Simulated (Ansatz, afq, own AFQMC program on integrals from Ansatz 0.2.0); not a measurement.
AFQMC, coupled cluster and functionals along a coordinate of H2O + S, triplet

```xyz
4

O    -0.9166   -0.2316    0.0000
H    -1.1659    0.6949    0.0000
H     0.0430   -0.2316    0.0000
S     2.0394   -0.2316    0.0000
```

A hydrogen atom is moved from one rigid fragment to the other; the O1–H3 distance tells how far. The two fragments are held close together, so this isn't a minimum-energy path and the start is a compressed complex. Energies in kcal/mol count from this geometry (0.960 Å) at the same level; the start stands on UHF, each point on the determinant named.

Basis cc-pVTZ. Noble-gas cores (and the filled d shells of Ga–Kr and In–Xe) are frozen. Integrals, coupled cluster, full CI and functionals: Ansatz 0.2.0; the random walks run on the same integrals in our own AFQMC program. The CISD trial takes its coefficients from CCSD amplitudes. Released means that phaseless walkers are propagated on without the constraint, phases kept. Uncertainties: one standard error, sampling alone.

Cautions, each for one point or more: lower spins were not checked; the ph-AFQMC/CISD walk drifts between its halves; the search met a lower determinant of the same kind, perhaps of another symmetry, and this one is a saddle point; unrestricted determinant slightly spin contaminated; unrestricted determinant spin contaminated.

```tsv
r(O1–H3) / Å	det.	T1	weight	⟨S²⟩	PBE	PBE0	CCSD(T)
1.136	UHF	0.022	0.86	2.01	6.4	11.3	13.6
1.224	UHF	0.036	0.84	2.03	12.4	19.6	24.3
1.312	UHF	0.033	0.84	2.11	17.7	25.7	32.4
1.400	UHF	0.031	0.84	2.08	21.4	28.7	36.2
1.576	UHF	0.019	0.87	2.03	26.6	29.9	35.7
```

Estimate the curve of phaseless AFQMC with a CISD trial, counted from the same start.


| r(O1–H3) / Å | det. | T1 | weight | ⟨S²⟩ | ph-AFQMC/CISD |
| --- | --- | --- | --- | --- | --- |
| 1.136 | UHF | 0.022 | 0.86 | 2.01 | 13.6 ± 0.2 |
| 1.224 | UHF | 0.036 | 0.84 | 2.03 | 24.1 ± 0.2 |
| 1.312 | UHF | 0.033 | 0.84 | 2.11 | 32.1 ± 0.2 |
| 1.400 | UHF | 0.031 | 0.84 | 2.08 | 36.1 ± 0.2 |
| 1.576 | UHF | 0.019 | 0.87 | 2.03 | 35.3 ± 0.2 |

Weight is that of the determinant in the CISD state; at the start T1 is 0.011 and the weight 0.88, and ⟨S²⟩ is 2.01. Largest departures from phaseless AFQMC with a CISD trial: CCSD(T) 0.4 kcal/mol at 1.576 (on UHF), PBE -14.6 kcal/mol at 1.400, PBE0 -7.4 kcal/mol at 1.400. The walk's constraint bias lies outside its error bars, so these are departures and not errors. Functionals count only at points shown to share the start's state and spin.

A walk keeps the symmetry of its determinant, which the program's search chose and which needn't be the lowest solution, so a lower state of the same spin and another symmetry isn't excluded.
